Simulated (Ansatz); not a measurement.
Geometry optimisation, Ansatz 0.2.0, RKS LDA/def2-SVP.

Input:

```yaml
crystal:
  periodic: [false, false, false]
  atoms:
    - { symbol: C, position_ang: [-1.3691, -0.2547, 0.1798] }
    - { symbol: "N", position_ang: [-0.4844, -0.3973, -0.6941] }
    - { symbol: C, position_ang: [0.6902, 0.3639, -0.3944] }
    - { symbol: O, position_ang: [1.5414, -0.1691, 0.6877] }
    - { symbol: H, position_ang: [-2.3813, -0.732, 0.0262] }
    - { symbol: H, position_ang: [-1.3186, 0.4599, 1.0511] }
    - { symbol: H, position_ang: [0.523, 1.4133, -0.15] }
    - { symbol: H, position_ang: [1.4079, 0.3871, -1.2711] }
    - { symbol: H, position_ang: [1.4793, -1.1174, 0.5478] }
basis:
  gaussian: { orbitals: def2-SVP }
hamiltonian:
  xc: lda
relax:
  f_tol: 0.02
  max_steps: 50
```

Run as:

```bash
$ ansatz run input.yaml --threads 1 --pin off --max-ram 2048MiB --backend cpu --events-out ev --progress --plain --runs-dir out
```

Where does it end, and by what steps?

It converged. After 21 steps the energy has fallen by 0.491 eV; H6 moved furthest, 0.96 Å.

```json
{"step": "0", "energy less start (eV)": "0.0000", "largest force component (eV/Å)": "3.339", "accepted": "yes"}
{"step": "1", "energy less start (eV)": "-0.1086", "largest force component (eV/Å)": "1.845", "accepted": "yes"}
{"step": "2", "energy less start (eV)": "-0.2654", "largest force component (eV/Å)": "0.945", "accepted": "yes"}
{"step": "3", "energy less start (eV)": "-0.2566", "largest force component (eV/Å)": "1.079", "accepted": "no"}
{"step": "4", "energy less start (eV)": "-0.3211", "largest force component (eV/Å)": "0.208", "accepted": "yes"}
{"step": "5", "energy less start (eV)": "-0.3362", "largest force component (eV/Å)": "0.134", "accepted": "yes"}
{"step": "6", "energy less start (eV)": "-0.3550", "largest force component (eV/Å)": "0.545", "accepted": "yes"}
{"step": "7", "energy less start (eV)": "-0.3672", "largest force component (eV/Å)": "0.989", "accepted": "yes"}
{"step": "8", "energy less start (eV)": "-0.4078", "largest force component (eV/Å)": "0.629", "accepted": "yes"}
{"step": "9", "energy less start (eV)": "-0.4244", "largest force component (eV/Å)": "0.678", "accepted": "yes"}
{"step": "10", "energy less start (eV)": "-0.4594", "largest force component (eV/Å)": "0.478", "accepted": "yes"}
{"step": "11", "energy less start (eV)": "-0.4683", "largest force component (eV/Å)": "0.323", "accepted": "yes"}
{"step": "12", "energy less start (eV)": "-0.4662", "largest force component (eV/Å)": "0.395", "accepted": "no"}
{"step": "13", "energy less start (eV)": "-0.4841", "largest force component (eV/Å)": "0.088", "accepted": "yes"}
{"step": "14", "energy less start (eV)": "-0.4875", "largest force component (eV/Å)": "0.284", "accepted": "yes"}
{"step": "15", "energy less start (eV)": "-0.4900", "largest force component (eV/Å)": "0.085", "accepted": "yes"}
{"step": "16", "energy less start (eV)": "-0.4905", "largest force component (eV/Å)": "0.105", "accepted": "yes"}
{"step": "17", "energy less start (eV)": "-0.4911", "largest force component (eV/Å)": "0.038", "accepted": "yes"}
{"step": "18", "energy less start (eV)": "-0.4912", "largest force component (eV/Å)": "0.040", "accepted": "yes"}
{"step": "19", "energy less start (eV)": "-0.4914", "largest force component (eV/Å)": "0.039", "accepted": "yes"}
{"step": "20", "energy less start (eV)": "-0.4914", "largest force component (eV/Å)": "0.024", "accepted": "yes"}
{"step": "21", "energy less start (eV)": "-0.4915", "largest force component (eV/Å)": "0.015", "accepted": "yes"}
```

```xyz
9
Properties=species:S:1:pos:R:3
C -1.505 -0.136 0.083
N -0.351 -0.596 -0.149
C 0.773 0.284 -0.155
O 1.847 -0.281 0.504
H -2.386 -0.813 0.066
H -1.698 0.946 0.313
H 0.560 1.274 0.331
H 0.988 0.498 -1.241
H 1.859 -1.222 0.232
```

Run time: 30 s on 1 thread of Arm Neoverse V2, with other jobs on the host, peak memory 0.12 GiB.
